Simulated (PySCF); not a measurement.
Gas-phase reaction: 2 PH3 → 2 PH2 + H2

Method: PySCF energies plus ideal-gas RRHO corrections (1 bar). † marks an energy on the PBE0/def2-TZVP geometry and frequencies; other levels use their own. MP2 freezes the core. 6-31G* has spherical d functions here. Open shells (unrestricted): PH2 (multiplicity 2); the rest are closed-shell singlets. B3LYP is the form with VWN-RPA correlation. PH2: computed as isolated molecules; such fragments, hydroxides, amides, oligomers or adducts are transient or little studied in the gas. MP2 isn't extrapolated to the basis-set limit.

MP2/def2-TZVPP† gives ΔH°(298 K) = 253 kJ.

What do ωB97X-V/def2-TZVP†, MP2/def2-SVP†, B3LYP/6-31G* give?

ωB97X-V/def2-TZVP†: 263 kJ; MP2/def2-SVP†: 240 kJ; B3LYP/6-31G*: 233 kJ. For scale, ΔH°(298 K) is 253 kJ at this level, 264 kJ at ωB97M-V/def2-TZVP†, and runs from 159 to 311 kJ over the 20 levels computed.
